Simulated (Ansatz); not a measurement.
System: rutile TiO2. Method: r²SCAN in Ansatz (PAW).

Run with plane-wave cutoff 560 eV, 8×8×12 k mesh (along the axes of the cell as run), Fermi–Dirac smearing 0.01 eV, no spin polarisation, scalar-relativistic PAW data made under PBE.

Cell (relaxed at this level):

```cif
data_O4Ti2
_chemical_formula_sum 'Ti2 O4'
_space_group_name_H-M_alt 'P42/mnm'
_space_group_IT_number 136
_space_group_name_Hall '-P 4n 2n'
_cell_length_a 4.59658
_cell_length_b 4.59658
_cell_length_c 2.95364
_cell_angle_alpha 90.000
_cell_angle_beta 90.000
_cell_angle_gamma 90.000
loop_
_atom_site_label
_atom_site_type_symbol
_atom_site_symmetry_multiplicity
_atom_site_Wyckoff_symbol
_atom_site_fract_x
_atom_site_fract_y
_atom_site_fract_z
_atom_site_occupancy
Ti1 Ti 2 a 0.00000 0.00000 0.00000 1
O1 O 4 f 0.30461 0.30461 0.00000 1
```

### Question
Estimate the bulk modulus, band gap and pressure derivative B′ of the bulk modulus that the calculation returns.

### Answer

* **bulk modulus**: 229 GPa
* **band gap**: 2.22 eV (direct)
* **pressure derivative B′ of the bulk modulus**: 5.2

Measured, for comparison: bulk modulus 212 ± 1 GPa (room temperature, no zero-point or thermal correction, adiabatic, from measured elastic constants, our sources range from 210 to 239; as tabulated in Elasticity of TiO2 rutile to 1800 K). Computed (rounded) less measured: bulk modulus not scored (sources differ).

Note: the bulk modulus comes from volumes at which shape and atoms were relaxed.

Static lattice: no zero-point or thermal effects.

Computing time: very roughly 7 core-minutes.

Ansatz is an electronic-structure program.
